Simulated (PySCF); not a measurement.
```xyz
3
charge 1 multiplicity 1, angstrom
Al    0.0000    0.0000    0.0000
F     0.0000    0.0000    1.5865
F     0.0000    0.0000   -1.5865
```

Computed with PBE0/[Al def2-TZVP, F def2-TZVP], no relativity, density fitting, PySCF.

This geometry of [AlF2]+ is a stationary point at this level.

(1) What is the point group?

(2) Is it a minimum?

(3) Which band is strongest in the infrared?

(4) Give the atomic charges and bond orders.

## Answers

(1) D∞h.

(2) Yes: all harmonic wavenumbers are real.

(3) 183 cm⁻¹ (πu), 304 km/mol.

(4) 
```csv
atom,Mulliken,Löwdin,polar tensor,Mayer order to Al1
Al1,1.22,0.79,1.99,–
"F2,3",-0.11,0.11,-0.50,1.43
```

Other isomers or separated fragments may lie lower.
